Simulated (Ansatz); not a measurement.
`C=C1NCO1` → `NCC=C=O`  (isomerisation)

Program: Ansatz. Geometries: PBE0-D4/def2-TZVP. ΔE: electronic, gas phase. CCSD(T)/CBS is the MP2 limit (def2-TZVPP, def2-QZVPP) plus CCSD(T) − MP2 in def2-TZVPP, frozen cores. DFT in def2-TZVPP. HSE06 is defined as in plane-wave codes. Each species was taken in one conformer, which may not be the lowest.

```json
{"level": "HSE06-D4", "ΔE (kJ/mol)": "-53.9"}
{"level": "revPBE", "ΔE (kJ/mol)": "-71.2"}
{"level": "HF/def2-SVP", "ΔE (kJ/mol)": "-61.4"}
{"level": "CCSD/def2-TZVPP", "ΔE (kJ/mol)": "-62.2"}
```

Task: What does CCSD(T)/CBS give? (Estimate.)

Result: Ansatz gave: -63.9 kJ/mol. The listed levels differ from it by 10.0, -7.3, 2.5, 1.7 kJ/mol.

Task: What do rigid-rotor, harmonic-oscillator terms from PBE0-D4/def2-TZVP frequencies (298.15 K, 1 bar) make of the CCSD(T)/CBS value? (Best estimate.)

Result: Ansatz gave: ΔZPE = -3.4 kJ/mol, ΔH = -63.9 kJ/mol, ΔS = 30 J/(mol·K), ΔG = -73.0 kJ/mol.

Largest T1 diagnostic among the species: 0.014.

From PBE to PBE0 (25 % exact exchange), in def2-TZVPP and without D4, ΔE moves by +8.8 kJ/mol. Leaving LDA and LC-ωPBE aside and taking each functional with its dispersion term where it has one, the values, not all of them listed here, spread over 26.5 kJ/mol, from BLYP-D4 to ωB97X-V. LDA lies +25.9 kJ/mol from PBE without D4. At CCSD(T), def2-SVP lies −3.4 kJ/mol from the extrapolated value and def2-TZVPP −0.1 kJ/mol.
